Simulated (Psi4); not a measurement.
# SiH2S2 (SMILES S[Si]S): CEPA(1)/def2-SVP (density fitting)

What is the energy change on altering one bond length of SiH2S2 at CEPA(1)/def2-SVP (density fitting)? 

The results are computed with Psi4 1.11.

7 further runs of the same task are left out: 2 that didn't finish, 5 set aside as unsound or not needed.

## Step 1: The system as given

SiH2S2: 5 atoms, total charge 0, spin state singlet. As SMILES, `S[Si]S`. Geometry: relaxed at PBE0-D4/def2-TZVP. This is one conformer, not always the lowest.

Bond lengths: S1–Si2 2.140 Å, Si2–S3 2.145 Å, S1–H4 1.344 Å, S3–H5 1.346 Å. Angles: S1–Si2–S3 98.2°, Si2–S1–H4 94.8°, Si2–S3–H5 101.2°.

## Step 2: A single-point energy at CEPA(1)/def2-SVP (density fitting)

Contents of input.json:

```json
{
 "schema_name": "qcschema_input",
 "schema_version": 1,
 "molecule": {
  "schema_name": "qcschema_molecule",
  "schema_version": 2,
  "symbols": ["S", "Si", "S", "H", "H"],
  "geometry": [-1.21074753, -1.93470161, -1.02271978, -1.23814856, 1.83095564, 0.44937687, 2.69569432, 2.111391, 1.38743692, -3.69384766, -1.96947257, -1.55921303, 3.54153573, -0.17744528, 0.66688435],
  "molecular_charge": 0,
  "molecular_multiplicity": 1
 },
 "driver": "energy",
 "model": {
  "method": "cepa(1)",
  "basis": "def2-SVP"
 },
 "keywords": {
  "freeze_core": true
 }
}
```

Command:

```console
$ psi4 --qcschema input.json -n 1 --memory 1600MB
```

stdout:

```text
[...]
  Running in c1 symmetry.
[...]
  Nuclear repulsion =  175.698373813974484
[...]
  Multiplicity = 1
[...]
  Nalpha       = 24
  Nbeta        = 24
[...]
    Number of basis functions: 64
[...]
   @RHF iter   1: -1084.79986443279131   -4.53917e-01   3.44555e-03 ADIIS/DIIS
[...]
   @RHF iter  12: -1084.84409696722764   -1.81899e-12   4.11854e-09 DIIS
[...]
    Orbital Energies [Eh]
    ---------------------
    Doubly Occupied:
       1A    -91.931286     2A    -91.925191     3A    -68.804105
       4A     -8.968280     5A     -8.962094     6A     -6.655659
       7A     -6.654602     8A     -6.653091     9A     -6.649698
      10A     -6.648225    11A     -6.646974    12A     -6.173840
      13A     -4.279259    14A     -4.279087    15A     -4.277901
      16A     -1.000813    17A     -0.957531    18A     -0.644854
      19A     -0.578675    20A     -0.512711    21A     -0.438502
      22A     -0.426092    23A     -0.378755    24A     -0.345324
[...]
  @RHF Final Energy: -1084.84409696722764
   => Energetics <=
    Nuclear Repulsion Energy =            175.6983738139744844
    One-Electron Energy =               -1851.4998429920951821
    Two-Electron Energy =                 590.9573722108931406
    Total Energy =                      -1084.8440969672274150
[...]
 Multipole Moments:
 ------------------------------------------------------------------------------------
     Multipole            Electronic (a.u.)      Nuclear  (a.u.)        Total (a.u.)
 ------------------------------------------------------------------------------------
 L = 1.  Multiply by 2.5417464519 to convert [e a0] to [Debye]
 Dipole X            :         -0.1807517           -0.2084042           -0.3891560
 Dipole Y            :          1.3419916           -1.6423088           -0.3003172
 Dipole Z            :          0.4887946           -0.6886525           -0.1998579
 Magnitude           :                                                    0.5306373
[...]
      * SCS-MP2 total energy:                -1085.183629020222
[...]
      * MP2 total energy:                    -1085.185720436160
[...]
```

The result, in JSON:

```text
{
 "driver": "energy",
 "model": {
  "method": "cepa(1)",
  "basis": "def2-SVP"
 },
 "success": true,
 "return_result": -1085.2356126278196,
 "properties": {
  "calcinfo_nbasis": 64,
  "calcinfo_nmo": 64,
  "calcinfo_nalpha": 24,
  "calcinfo_nbeta": 24,
  "calcinfo_natom": 5,
  "nuclear_repulsion_energy": 175.69837381397448,
  "return_energy": -1085.2356126278196,
  "scf_one_electron_energy": -1851.4998429920952,
  "scf_two_electron_energy": 590.9573722108931,
  "scf_dipole_moment": [-0.3891559680314334, -0.3003172016377451, -0.19985786163860086],
  "scf_total_energy": -1084.8440969672276,
  "scf_iterations": 12,
  "mp2_same_spin_correlation_energy": -0.08124935737512662,
  "mp2_opposite_spin_correlation_energy": -0.26037411155766127,
  "mp2_singles_energy": 0.0,
  "mp2_doubles_energy": -0.3416234689327879,
  "mp2_correlation_energy": -0.3416234689327879,
  "mp2_total_energy": -1085.1857204361604
 }
}
```

It took 4.8 s on 1 thread of Intel Xeon Platinum 8375C at 2.90GHz (Ice Lake), shared host; peak memory 0.29 GiB.

## Step 3: The distorted shape at the same level

Contents of calc.py:

```python
import psi4

psi4.set_memory('1600 MB')
psi4.set_num_threads(1)
psi4.set_output_file('run.log', False)

m = psi4.geometry("""
S     -1.99742918    -1.99078301    -1.21031100
Si    -2.02483020     1.77487424     0.26178565
S      2.69569432     2.11139100     1.38743692
H     -4.48052930    -2.02555397    -1.74680425
H      3.54153573    -0.17744528     0.66688435
units bohr
""")

options = {'basis': 'def2-SVP', 'reference': 'rhf', 'freeze_core': True}
psi4.set_options(options)

e = psi4.energy("cepa(1)", molecule=m)
print('E =', round(e, 9))
```

Command:

```console
$ python calc.py
```

run.log:

```text
[...]
  Running in c1 symmetry.
[...]
  Nuclear repulsion =  161.676239429582040
[...]
  Multiplicity = 1
[...]
  Nalpha       = 24
  Nbeta        = 24
[...]
    Number of basis functions: 64
[...]
   @RHF iter   1: -1084.75404888981916   -7.56072e-01   4.12008e-03 DIIS/ADIIS
[...]
   @RHF iter  13: -1084.81606902665021   -9.09495e-13   2.86138e-09 DIIS
[...]
    Orbital Energies [Eh]
    ---------------------
    Doubly Occupied:
       1A    -91.949056     2A    -91.901750     3A    -68.842571
       4A     -8.985753     5A     -8.933038     6A     -6.672954
       7A     -6.671947     8A     -6.670526     9A     -6.620766
      10A     -6.619399    11A     -6.617793    12A     -6.207554
      13A     -4.312220    14A     -4.311811    15A     -4.310541
      16A     -1.000430    17A     -0.911884    18A     -0.642881
      19A     -0.555861    20A     -0.508250    21A     -0.422650
      22A     -0.417050    23A     -0.351025    24A     -0.347275
[...]
  @RHF Final Energy: -1084.81606902665021
   => Energetics <=
    Nuclear Repulsion Energy =            161.6762394295820400
    One-Electron Energy =               -1823.4146452227082591
    Two-Electron Energy =                 576.9223367664760644
    Total Energy =                      -1084.8160690266502115
[...]
 Multipole Moments:
 ------------------------------------------------------------------------------------
     Multipole            Electronic (a.u.)      Nuclear  (a.u.)        Total (a.u.)
 ------------------------------------------------------------------------------------
 L = 1.  Multiply by 2.5417464519 to convert [e a0] to [Debye]
 Dipole X            :         -1.1521334           -0.0920878           -1.2442212
 Dipole Y            :          1.2157586           -1.6340168           -0.4182582
 Dipole Z            :          0.2348060           -0.6609158           -0.4261098
 Magnitude           :                                                    1.3800710
[...]
      * SCS-MP2 total energy:                -1085.155515796244
[...]
      * MP2 total energy:                    -1085.156055149228
[...]
```

Standard output:

```text
E = -1085.209359257
```

Wall time 4.8 s (1 thread of Intel Xeon Platinum 8375C at 2.90GHz (Ice Lake), shared host); peak memory 0.28 GiB.

## Step 4: Outcome

Level: CEPA(1)/def2-SVP (density fitting), 15 core orbitals frozen.

| quantity | value |
| --- | --- |
| first shape: total energy | -1085.23561 Eh |
| first shape: HOMO energy (Hartree–Fock orbitals) | -9.40 eV |
| first shape: LUMO energy (Hartree–Fock orbitals) | 1.03 eV |
| first shape: HOMO–LUMO gap (Hartree–Fock orbitals) | 10.43 eV |
| first shape: correlation energy (15 core orbitals frozen) | -391.5 mEh |
| distorted shape: total energy | -1085.20936 Eh |
| distorted shape: HOMO energy (Hartree–Fock orbitals) | -9.45 eV |
| distorted shape: LUMO energy (Hartree–Fock orbitals) | 0.35 eV |
| distorted shape: HOMO–LUMO gap (Hartree–Fock orbitals) | 9.80 eV |
| distorted shape: correlation energy (15 core orbitals frozen) | -393.3 mEh |
| energy change with the Si2–S3 bond stretched from 2.145 to 2.574 Å | 0.714 eV |

In words: With the Si2–S3 bond stretched from 2.145 to 2.574 Å the energy rises by 0.71 eV (68.9 kJ/mol). The first shape isn't relaxed at this level, so the change isn't measured from a minimum.
